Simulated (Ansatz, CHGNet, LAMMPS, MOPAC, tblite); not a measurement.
# How well does each level of theory give the elastic constant C11 of zinc-blende HgTe?

Reference value: 53.6 GPa (measured, temperature not stated, not corrected to a static lattice; as tabulated in Oses et al. (2018), arXiv:1811.08464).

What do Stillinger–Weber CdTeZnSeHgS0.sw, GFN2-xTB, PM7 semi-empirical Hartree-Fock (MOPAC), CHGNet 0.3.0, CHGNet-r²SCAN, LDA, PBE, PBEsol, r²SCAN give, and how far is each from the reference?


| level (code) | value (GPa) | cell (Å³/atom) | difference (%) |
|---|---|---|---|
| Stillinger–Weber CdTeZnSeHgS0.sw (LAMMPS) | 56.6 | 33.70 | +5.6 |
| GFN2-xTB (tblite) | 25.3 | 44.90 | -53 |
| PM7 semi-empirical Hartree-Fock (MOPAC) | 139 | 31.89 | +159 |
| CHGNet 0.3.0 | 25.4 | 36.85 | -53 |
| CHGNet-r²SCAN | 25.9 | 35.72 | -52 |
| LDA (Ansatz) | 58.7 | 33.31 | +9.5 |
| PBE (Ansatz) | 44.1 | 36.76 | -17.7 |
| PBEsol (Ansatz) | 52.8 | 34.47 | -1.5 |
| r²SCAN (Ansatz) | 50.4 | 35.49 | -6.0 |

Leaving aside Stillinger–Weber CdTeZnSeHgS0.sw (doubt noted below): The reference's temperature isn't stated, so close values are not ranked against it. Off by more than 25 %, or 35 % on the side where a correction would as a rule narrow the miss (bounds picked here): PM7 semi-empirical Hartree-Fock (MOPAC) (+159 %), GFN2-xTB (-53 %), CHGNet 0.3.0 (-53 %), CHGNet-r²SCAN (-52 %).

The reference isn't brought to a static lattice, while the calculations are for one, so the differences are not the levels' errors alone. A static lattice is as a rule stiffer than a warm one, by over a tenth in soft solids.  Density-functional levels without +SOC have no spin–orbit coupling. Stillinger–Weber CdTeZnSeHgS0.sw: the potential file covers more elements than this solid holds. GFN2-xTB: the relaxed volume lies over a fifth from the starting cell. GFN2-xTB, PM7 semi-empirical Hartree-Fock (MOPAC): the method was fitted mainly to molecules. GFN2-xTB, PM7 semi-empirical Hartree-Fock (MOPAC): the run uses a supercell at the zone centre in place of a k mesh. LDA, PBE, PBEsol, r²SCAN: the solid has no gap at this level, which affects its response. Each level is taken at its own relaxed cell. Cutoffs differ between the levels. Ansatz's density-functional and Hartree–Fock values are scalar-relativistic unless marked +SOC, with PAW data made under PBE.

Empirical potentials (Stillinger–Weber CdTeZnSeHgS0.sw) are fitted to chosen data: where that held the value shown, agreement is built in, and what lay outside the fit can be far off. Machine-learned potentials (CHGNet 0.3.0, CHGNet-r²SCAN) are trained on DFT data: a solid inside that data is no test of them.

Differences are worked out from the printed values.

Ansatz is a program for electronic structure.
